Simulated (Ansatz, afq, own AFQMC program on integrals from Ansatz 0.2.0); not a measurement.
## Atomization energy of AlClO, singlet

| atom | x (Å) | y (Å) | z (Å) |
| --- | --- | --- | --- |
| O | 0.1100 | 1.7339 | 0.2517 |
| Al | 0.0097 | 0.1537 | 0.0223 |
| Cl | -0.1197 | -1.8876 | -0.2740 |

Connectivity, by distances: O–Al–Cl.

Atoms in their ground-state spins without spin–orbit coupling (mostly on UHF) minus the molecule (RHF), without zero-point energy. The geometry is a stationary point, not shown to be a minimum.

Basis def2-TZVP. Noble-gas cores (and the filled d shells of Ga–Kr and In–Xe) are frozen. Ansatz 0.2.0 and our own AFQMC program on the same integrals; the CISD trial comes from CCSD amplitudes, and released means the phaseless constraint is let go. Free projection: walkers drawn from exp(T), propagated without any constraint. Its projection time is finite, and what remains of the start isn't in its error. Error bars are statistical, one sigma. The errors of all members are added in quadrature.

No full CI on the walks' own integrals is used here; CCSDT(Q) serves as the reference and is uncertain by about the last step of the cluster series. Each member takes its own surest rung, up to full CI.

Errors are counted within def2-TZVP, not against nature.

Cautions: AlClO (singlet): higher spins were not checked, raised T1 diagnostic (T1 0.024, weight of the determinant 0.83, largest double 0.04), its ph-AFQMC/CISD value lies 23 ± 10 meV above CCSDT(Q).

| level | atomization energy (kJ/mol) |
| --- | --- |
| HF | 540.5 |
| MP2 | 988.3 |

**Question.** From these cheaper values, estimate the atomization energy at the reference level in def2-TZVP.

**Answer.** 902.9 kJ/mol (CCSDT(Q) in def2-TZVP).

```tsv
level	atomization energy (kJ/mol)	error against CCSDT(Q) (kJ/mol)
CCSD	859.3	-43.6
CCSD(T)	900.0	-2.8
ph-AFQMC/HF	950.4 ± 3.6	47.5 ± 3.6
ph-AFQMC/CISD	902.2 ± 1.0	-0.7 ± 1.0
released AFQMC	901.3 ± 1.4	-1.5 ± 1.4
free AFQMC	898.1 ± 2.3	-4.7 ± 2.3
```

Correlation beyond CCSD(T) adds 2.8 kJ/mol. The perturbative (T) step is worth +40.8 kJ/mol.

Free projections are given only where their last times agree within the noise and don't stop above the reference; a slow remainder of the start can still hide under it. A walk keeps the symmetry of its determinant, which the program's search chose and which needn't be the lowest solution, so a lower state of the same spin and another symmetry isn't excluded. Released energies are given only where the last usable release times agree within the noise; a slower fall can still hide under it.
